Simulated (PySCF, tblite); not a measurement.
Calculations on `C=C[C@@H](C)[N]C` [radical], in the order of a workflow; each names the level of the geometry that it ran on. Settings lines and outputs come from a driver script.

Compound: C₅H₁₀N (doublet state).
Atom-mapped SMILES: `[CH2:1]=[CH:2][C@@H:3]([CH3:4])[N:5][CH3:6]` (hydrogens: H7, H8 on C1; H9 on C2; H10 on C3; H11, H12, H13 on C4; H14, H15, H16 on C6)

Step 1: GFN2-xTB geometry optimisation, gas phase (tblite 0.8.0) (from a force-field or distance-geometry start)
```json
{"job": {"kind": "relax", "xc": "GFN2-xTB", "basis": "xTB"}, "charge": 0, "multiplicity": 2}
```
```
step      E/eV     max force
  0    -506.33728    2.117
  1    -506.43265    0.875
  2    -506.45285    0.372
...
121    -506.53876    0.021
122    -506.53885    0.021
123    -506.53894    0.018
124    -506.53901    0.014
125    -506.53904    0.009
```

Energy lowered by 4.7 kcal/mol over 125 steps; largest atomic force 0.009 eV/Å at the end. «max force» is the largest atomic force in eV/Å.

Step 2: GFN2-xTB harmonic vibrations, gas phase (tblite 0.8.0) (on the GFN2-xTB geometry)
```json
{"job": {"kind": "ir", "xc": "GFN2-xTB", "basis": "xTB"}, "charge": 0, "multiplicity": 2}
```
```
(table of modes left out)
```

42 modes from 53 to 3117 cm⁻¹ (unscaled, harmonic); zero-point energy 85.1 kcal/mol; all wavenumbers are real at this level.

Step 3: UKS B3LYP, pcH-1 on C H N, non-relativistic, mean-field spin-orbit, GIAO (PySCF 2.14.0) (on the GFN2-xTB geometry)
```json
{"job": {"kind": "epr", "basis": "pcH-1"}, "charge": 0, "multiplicity": 2}
```
```
...
E = -251.23923482 Eh   <S^2> = 0.7542 (exact 0.7500)
g shifts (ppm)      1          2          3
  rmc          -213       -213       -213
  gc             -6         39         40
  oz_so          11       1639       4834
  total        -208       1464       4661
hyperfine (MHz)  atom isotope    a_iso     a_fc   dipolar eigenvalues
    0   13C       5.79       5.79     -4.93     -3.37      8.30
    1   13C      77.32      77.32     -9.71     -5.30     15.00
    2   13C     -28.27     -28.27     -4.05      0.35      3.71
    3   13C      20.08      20.08     -3.00     -2.69      5.69
    4   14N      34.31      34.31    -41.94    -41.58     83.52
    5   13C     -34.60     -34.60     -4.20     -0.01      4.21
    6    1H       4.30       4.30     -2.76     -1.28      4.04
    7    1H      -1.09      -1.09     -2.13     -0.58      2.72
    8    1H      -2.53      -2.53     -4.97     -2.73      7.70
    9    1H      22.21      22.21     -5.20     -4.65      9.85
   10    1H      -1.70      -1.70     -3.74     -3.09      6.83
   11    1H       2.82       2.82     -2.55     -1.55      4.09
   12    1H      -2.26      -2.26     -4.17     -2.64      6.81
   13    1H     111.58     111.58     -6.40     -4.61     11.01
   14    1H       2.29       2.29     -4.72     -4.57      9.29
...
```

⟨S²⟩ 0.754; g_iso 2.0043. rmc, gc and oz_so are the mass-correction, gauge-correction and orbital-Zeeman/spin–orbit parts of the g shift along its three principal axes; a_iso is the isotropic hyperfine coupling and a_fc its Fermi-contact part. The log counts atoms from 0, this text from 1.

Task: Which step took the most CPU time, and about what did each take on one thread of an Arm Neoverse V1, no GPU, on a shared host?

Result: Step 3, about 98 % of the total. CPU time by step: 1: 0.57 s, 2: 0.35 s, 3: 46 s.

Geometry of the electronic-property runs (GFN2-xTB):
```
atom  x, y, z in Å
C1    -1.6207   -1.2578   -0.7875
C2    -0.9712   -0.7652    0.2497
C3    -0.0888    0.4685    0.1916
C4    -0.4413    1.4103    1.3455
N5     1.2249   -0.0229    0.3404
C6     1.9549   -0.3057   -0.8232
H7    -2.2214   -2.1486   -0.7059
H8    -1.5986   -0.7878   -1.7572
H9    -0.9845   -1.2540    1.2123
H10   -0.2540    0.9702   -0.7806
H11   -0.2244    0.9240    2.2922
H12   -1.4961    1.6710    1.3052
H13    0.1548    2.3167    1.2761
H14    2.9588    0.1178   -0.7080
H15    1.5009    0.0642   -1.7549
H16    2.0989   -1.3917   -0.9069
```

 (This holds for the electronic-property runs.)

One conformer stands for the species.
